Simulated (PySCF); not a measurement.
Boron monohydride, BH (singlet state).
Atom-mapped SMILES: `[BH:1]` (hydrogens: H2 on B1)

Level: PBE0/pcSseg-1 and B3LYP/def2-SVPD in PySCF, non-relativistic, on one gas-phase PBE0-D3(BJ)/def2-SVP geometry that isn't relaxed in the solvent. The solvent is an IEF-PCM continuum (Bondi radii, 1.10 Å for H, scaled by 1.2). The model holds no explicit solvent molecules, cavitation or dispersion.

Gas phase at PBE0/pcSseg-1: HOMO -6.61 eV, LUMO -2.28 eV, dipole 1.45 D.

Task: What does the continuum do to the energy, the frontier levels and the dipole at PBE0/pcSseg-1 in dimethylsulfoxide and water?

Result: 
```json
{"solvent": "dimethylsulfoxide", "ε": "46.83", "E(solvent) − E(gas) (kcal/mol)": "-2.54", "polarisation term (kcal/mol)": "-2.96", "distortion of the solute (kcal/mol)": "0.42", "HOMO (eV)": "-6.68", "LUMO (eV)": "-2.16", "dipole (D)": "1.88"}
{"solvent": "water", "ε": "78.36", "E(solvent) − E(gas) (kcal/mol)": "-2.58", "polarisation term (kcal/mol)": "-3.01", "distortion of the solute (kcal/mol)": "0.43", "HOMO (eV)": "-6.69", "LUMO (eV)": "-2.16", "dipole (D)": "1.89"}
```

The polarisation term is half the interaction of the solute with the surface charges that it induces; the rest is the cost of distorting the solute's density. The sum is the electrostatic part of solvation alone. From dimethylsulfoxide to water the lowering changes by a factor 1.02, Onsager's factor (ε − 1)/(2ε + 1) by 1.01 and ε itself by 1.7.

Task: Which radius a makes the point-dipole formula ΔE = −[(ε − 1)/(2ε + 1)]·μ²/a³ give the value in water, with the gas-phase dipole?

Result: μ = 0.571 au and |ΔE| = 0.00412 Eh give a = 1.79 Å; the farthest nucleus lies 0.63 Å from the centroid of the nuclei. The formula assumes a rigid point dipole at the centre of a sphere.

Task: Which Hirshfeld charges (PBE0/pcSseg-1) respond most in dimethylsulfoxide (means over atoms taken as equivalent)?

Result: 
```tsv
atoms	environment	gas (e)	solvent (e)	change
B1	boron bonded to H	+0.080	+0.062	-0.018
H2	B–H hydrogen	-0.080	-0.062	+0.018
```

Gas phase at B3LYP/def2-SVPD: HOMO -6.48 eV, LUMO -2.61 eV, dipole 1.56 D.

Task: What does the continuum do to the energy, the frontier levels and the dipole at B3LYP/def2-SVPD in dimethylsulfoxide and water?

Result: 
```tsv
solvent	ε	E(solvent) − E(gas) (kcal/mol)	polarisation term (kcal/mol)	distortion of the solute (kcal/mol)	HOMO (eV)	LUMO (eV)	dipole (D)
dimethylsulfoxide	46.83	-2.51	-2.97	0.46	-6.55	-2.48	1.99
water	78.36	-2.55	-3.02	0.47	-6.55	-2.48	2.00
```

Task: How does the static polarisability (B3LYP/def2-SVPD, frozen core, with the continuum's full static response) change?

Result: 
| medium | isotropic (au) | principal values (au) | ⟨r²⟩ of the electrons (bohr²) |
| --- | --- | --- | --- |
| gas | 22.2 | 21.8, 21.8, 23.1 | 22.5 |
| dimethylsulfoxide | 28.7 | 28.1, 28.1, 29.9 | 22.8 |
| water | 28.8 | 28.2, 28.2, 30.0 | 22.8 |

The isotropic value in water is 1.29 times the gas-phase one; no cavity-field correction is applied. ⟨r²⟩ is taken about the centre of nuclear charge.

The run took 0.38 s of wall time on an Intel Xeon Platinum 8488C with one thread, on a shared host, and the process peaked at 0.25 GiB of memory. This is the whole shielding run at PBE0/pcSseg-1 in water, SCF included.
